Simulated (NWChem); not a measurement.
System: C₃H₇ cation

NWChem printed, in part:

```
             Northwest Computational Chemistry Package (NWChem) 7.3.0
             --------------------------------------------------------

                             Geometry "geometry" -> ""
                             -------------------------

 Output coordinates in angstroms (scale by  1.889725989 to convert to a.u.)

  No.       Tag          Charge          X              Y              Z
 ---- ---------------- ---------- -------------- -------------- --------------
    1 C                    6.0000     1.28374000     0.01404100     0.19331400
    2 C                    6.0000     0.00000000     0.00000000    -0.45328000
    3 C                    6.0000    -1.28374000    -0.01404100     0.19331400
    4 H                    1.0000     2.03307900    -0.61799000    -0.33848800
    5 H                    1.0000     1.28149200    -0.11102500     1.29108300
    6 H                    1.0000     1.67832800     1.04485100    -0.05918400
    7 H                    1.0000     0.00000000     0.00000000    -1.56458100
    8 H                    1.0000    -1.67832800    -1.04485100    -0.05918400
    9 H                    1.0000    -2.03307900     0.61799000    -0.33848800
   10 H                    1.0000    -1.28149200     0.11102500     1.29108300

 Effective nuclear repulsion energy (a.u.)      76.2588390330

                              NWChem Property Module
                              ----------------------

                                 NWChem DFT Module
                                 -----------------

 Summary of "ao basis" -> "ao basis" (spherical)
 ------------------------------------------------------------------------------
       Tag                 Description            Shells   Functions and Types
 ---------------- ------------------------------  ------  ---------------------
 C                           6-31g*                  6       14   3s2p1d
 H                           6-31g*                  2        2   2s

            General Information
            -------------------
          SCF calculation type: DFT
          Wavefunction type:  closed shell.
          No. of atoms     :    10
          No. of electrons :    24
           Alpha electrons :    12
            Beta electrons :    12
          Charge           :     1
          Spin multiplicity:     1
          Use of symmetry is: off; symmetry adaption is: off
          Maximum number of iterations: 150
          AO basis - number of functions:    56
                     number of shells:    32
          Convergence on energy requested:  1.00D-06
          Convergence on density requested:  1.00D-05
          Convergence on gradient requested:  5.00D-04

              XC Information
              --------------
                         B3LYP Method XC Potential
                     Hartree-Fock (Exact) Exchange  0.200
                        Slater Exchange Functional  0.800 local
                    Becke 1988 Exchange Functional  0.720 non-local
              Lee-Yang-Parr Correlation Functional  0.810
                  VWN I RPA Correlation Functional  0.190 local

             Grid Information
             ----------------
          Grid used for XC integration:  medium
          Radial quadrature: Mura-Knowles
          Angular quadrature: Lebedev.
          Tag              B.-S. Rad. Rad. Pts. Rad. Cut. Ang. Pts.
          ---              ---------- --------- --------- ---------
          C                   0.70       49           9.0       434
          H                   0.35       45          11.0       434
          Grid pruning is: on
          Number of quadrature shells:   462
          Spatial weights used:  Erf1

      Superposition of Atomic Density Guess
      -------------------------------------

 Sum of atomic energies:        -116.46839022

 Renormalizing density from      25.00 to     24

      Non-variational initial energy
      ------------------------------

 Total energy =    -114.932559
 1-e energy   =    -293.151138
 2-e energy   =     101.959739
 HOMO         =      -0.728020
 LUMO         =      -0.421541

   convergence    iter        energy       DeltaE   RMS-Dens  Diis-err
 ---------------- ----- ----------------- --------- --------- ---------
 d= 0,ls=0.0,diis     1   -118.1378205529 -1.94D+02  1.38D-02  6.32D-01
 d= 0,ls=0.0,diis     2   -118.1563678017 -1.85D-02  7.78D-03  3.88D-01
 d= 0,ls=0.0,diis     3   -118.2067646418 -5.04D-02  1.26D-03  1.25D-02
 d= 0,ls=0.0,diis     4   -118.2084361815 -1.67D-03  1.48D-04  1.12D-04
 d= 0,ls=0.0,diis     5   -118.2084474632 -1.13D-05  5.90D-05  2.58D-05
  Resetting Diis
 d= 0,ls=0.0,diis     6   -118.2084509136 -3.45D-06  8.28D-06  3.72D-07
 d= 0,ls=0.0,diis     7   -118.2084509647 -5.11D-08  1.77D-06  5.16D-09

         Total DFT energy =     -118.208450964727
      One electron energy =     -301.935313034071
           Coulomb energy =      125.998667396552
    Exchange-Corr. energy =      -18.530644360168
 Nuclear repulsion energy =       76.258839032960

 Numeric. integr. density =       23.999994048736

                       DFT Final Molecular Orbital Analysis
                       ------------------------------------

 Vector   10  Occ=2.000000D+00  E=-6.186851D-01
              MO Center= -3.6D-08, -1.0D-08,  1.1D-01, r^2= 3.4D+00
   Bfn.  Coefficient  Atom+Function         Bfn.  Coefficient  Atom+Function
  ----- ------------  ---------------      ----- ------------  ---------------
     4      0.311540   1 C  py               32     -0.311540   3 C  py
    47      0.195150   6 H  s                51      0.195150   8 H  s
     8      0.162972   1 C  py               36     -0.162972   3 C  py
    48      0.140244   6 H  s                52      0.140244   8 H  s
    43     -0.107893   4 H  s                53     -0.107893   9 H  s

 Vector   11  Occ=2.000000D+00  E=-6.125815D-01
              MO Center=  7.2D-08, -5.8D-09,  1.4D-01, r^2= 3.2D+00
   Bfn.  Coefficient  Atom+Function         Bfn.  Coefficient  Atom+Function
  ----- ------------  ---------------      ----- ------------  ---------------
     3      0.289748   1 C  px               31      0.289748   3 C  px
    17     -0.238342   2 C  px                5     -0.180601   1 C  pz
    33      0.180601   3 C  pz               43      0.162299   4 H  s
    53     -0.162299   9 H  s                 7      0.129486   1 C  px
    35      0.129486   3 C  px               45     -0.128205   5 H  s

 Vector   12  Occ=2.000000D+00  E=-6.038684D-01
              MO Center= -8.5D-08,  1.5D-08,  5.9D-02, r^2= 3.0D+00
   Bfn.  Coefficient  Atom+Function         Bfn.  Coefficient  Atom+Function
  ----- ------------  ---------------      ----- ------------  ---------------
    19     -0.284017   2 C  pz                5      0.270167   1 C  pz
    33      0.270167   3 C  pz               49      0.195246   7 H  s
    45      0.165441   5 H  s                55      0.165441  10 H  s
    50      0.154548   7 H  s                 9      0.141855   1 C  pz
    37      0.141855   3 C  pz               23     -0.128484   2 C  pz

 Vector   13  Occ=0.000000D+00  E=-3.463446D-01
              MO Center= -5.8D-10, -1.3D-09, -3.5D-01, r^2= 2.1D+00
   Bfn.  Coefficient  Atom+Function         Bfn.  Coefficient  Atom+Function
  ----- ------------  ---------------      ----- ------------  ---------------
    18      0.574382   2 C  py               22      0.532836   2 C  py
    48     -0.212970   6 H  s                52      0.212970   8 H  s
    47     -0.151916   6 H  s                51      0.151916   8 H  s
    44      0.144341   4 H  s                54     -0.144341   9 H  s
     4     -0.113838   1 C  py               32     -0.113838   3 C  py

 Vector   14  Occ=0.000000D+00  E=-1.188066D-01
              MO Center=  2.6D-08,  1.1D-09, -8.4D-01, r^2= 4.7D+00
   Bfn.  Coefficient  Atom+Function         Bfn.  Coefficient  Atom+Function
  ----- ------------  ---------------      ----- ------------  ---------------
    50      1.195746   7 H  s                 6     -0.870414   1 C  s
    34     -0.870414   3 C  s                20     -0.852967   2 C  s
    44      0.664750   4 H  s                54      0.664750   9 H  s
    48      0.619477   6 H  s                52      0.619477   8 H  s
    23      0.549569   2 C  pz                7     -0.374015   1 C  px

 Vector   15  Occ=0.000000D+00  E=-8.369726D-02
              MO Center=  1.1D-07,  3.3D-08,  2.9D-01, r^2= 5.2D+00
   Bfn.  Coefficient  Atom+Function         Bfn.  Coefficient  Atom+Function
  ----- ------------  ---------------      ----- ------------  ---------------
     6      1.031347   1 C  s                34      1.031347   3 C  s
    50      0.975597   7 H  s                46     -0.923583   5 H  s
    56     -0.923583  10 H  s                48     -0.636162   6 H  s
    52     -0.636162   8 H  s                20     -0.585900   2 C  s
    23      0.403341   2 C  pz                9      0.324443   1 C  pz

     Multipole analysis of the density
     ---------------------------------

     L   x y z        total         alpha         beta         nuclear
     -   - - -        -----         -----         ----         -------
     0   0 0 0      1.000000    -12.000000    -12.000000     25.000000

     1   1 0 0     -0.000000     -0.000000     -0.000000     -0.000000
     1   0 1 0     -0.000000     -0.000000     -0.000000      0.000000
     1   0 0 1     -0.382828     -0.023539     -0.023539     -0.335750

     2   2 0 0     -6.773323    -69.381170    -69.381170    131.989016
     2   1 1 0      0.690795     -1.308193     -1.308193      3.307181
     2   1 0 1     -0.000000     -0.000000     -0.000000      0.000000
     2   0 2 0    -12.441200    -11.531254    -11.531254     10.621307
     2   0 1 1      0.000000      0.000000      0.000000      0.000000
     2   0 0 2    -11.138528    -19.316216    -19.316216     27.493904

 *** CALLING NEW AORESP DRIVER FOR CLOSED AND OPEN SHELLS ***
 Entering AOResponse driver routine

--------------------------------------------------------------------------------

          -----------------------------------------------
          Solving response equations for perturbing field
          -----------------------------------------------

 number of frequencies:     1
 frequency in a.u.:  0.7730000E-01
 Perturbing field: electric
 Using El. Dipole Length Gauge

 Setting up CPKS with frequency omega =      0.07730000 a.u.

                            NWChem Dynamic CPHF Module
                            --------------------------

    scftype = RHF
    nclosed =   12
      nopen =    0
  variables =     1056
  num. vecs =        3
  tolerance =   1.0D-04
  max. iter =   50

 SCF residual:    5.1848597473755179E-005

Iterative solution of linear equations
  No. of variables     1056
  No. of equations        3
  Maximum subspace       30
       Convergence  1.0D-04

   iter   nsub   residual    time
   ----  ------  --------  ---------
     1      3    3.45D+00       6.8
     2      6    1.15D+00       8.8
     3      9    1.94D-01      10.8
     4     12    2.09D-02      12.7
     5     15    9.01D-03      14.6
     6     18    1.30D-03      16.5
     7     21    1.27D-04      18.4
     8     24    2.71D-05      20.2

 Electric Dipole Response Matrix (nonzero elements):

              1        2        3
    1   46.2807   2.1944  -0.0000
    2    2.1944  24.0703   0.0000
    3   -0.0000   0.0000  29.3397

 ------------------------------------------
 average:        33.23024 + I       0.00000

 DFT Linear Response polarizability / au
 Frequency  =       0.0773000 / au
 Wavelength =     589.4353558 / nm
              X              Y              Z
 -----------------------------------------------
 X      46.2806994      2.1943500     -0.0000000
 Y       2.1943504     24.0703144      0.0000000
 Z      -0.0000000      0.0000000     29.3397097
 -----------------------------------------------
 Eigenvalues =      46.4954218     23.8555921     29.3397097
 Isotropic   =      33.2302412
 Anisotropic =      20.4567335
 -----------------------------------------------

 Magnetic Dipole Response Matrix (nonzero elements):
```

Level: B3LYP/6-31G* (spherical d). Coordinates come from a PBE-D3(BJ)/def2-SVP optimisation.

Write an input that gives this output.

This is not unique; one that fits is the input that was run:
```
start job
memory heap 200 mb stack 900 mb global 1100 mb
charge 1
geometry units angstroms noautosym nocenter noautoz
  C      1.283740     0.014041     0.193314
  C      0.000000    -0.000000    -0.453280
  C     -1.283740    -0.014041     0.193314
  H      2.033079    -0.617990    -0.338488
  H      1.281492    -0.111025     1.291083
  H      1.678328     1.044851    -0.059184
  H      0.000000     0.000000    -1.564581
  H     -1.678328    -1.044851    -0.059184
  H     -2.033079     0.617990    -0.338488
  H     -1.281492     0.111025     1.291083
end
basis spherical
  * library 6-31g*
end
dft
  xc b3lyp
  iterations 150
end
property
  response 1 0.0773
end
task dft property
```
